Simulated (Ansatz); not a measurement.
Reaction (formal exchange of groups at a C–S bond): `C=C(F)SC` + `CCl` → `C=C(F)CCl` + CH₃SH

Computed with Ansatz on PBE0-D4/def2-TZVP structures; ΔE is electronic, products minus reactants. CCSD(T)/CBS is the MP2 limit (def2-TZVPP, def2-QZVPP) plus CCSD(T) − MP2 in def2-TZVPP, frozen cores. This one scheme is used for every species. DFT in def2-TZVPP. One conformer a species, not always the lowest.

(1) Is it downhill or uphill in electronic energy at CCSD(T)/CBS, and by how much? (An estimate is asked.)

(2) What do these levels give: revPBE-D4, BLYP-D4, ωB97X-V, PBE-QIDH, PBE, SCS-MP2/def2-TZVPP? (An estimate is asked.)

Largest T1 diagnostic among the species: 0.012.

Answers

(1) Computed: Downhill: ΔE = -5.9 kJ/mol.

(2) The calculation gave: revPBE-D4 2.7, BLYP-D4 0.8, ωB97X-V -5.2, PBE-QIDH -5.3, PBE 0.9, SCS-MP2/def2-TZVPP -6.7 kJ/mol.

At CCSD(T), def2-SVP lies −9.2 kJ/mol from the extrapolated value and def2-TZVPP −2.6 kJ/mol. In def2-TZVPP, CCSD(T) changes the Hartree–Fock value by +6.2 kJ/mol (the triples alone add +2.6 kJ/mol) and MP2 by +9.9 kJ/mol.
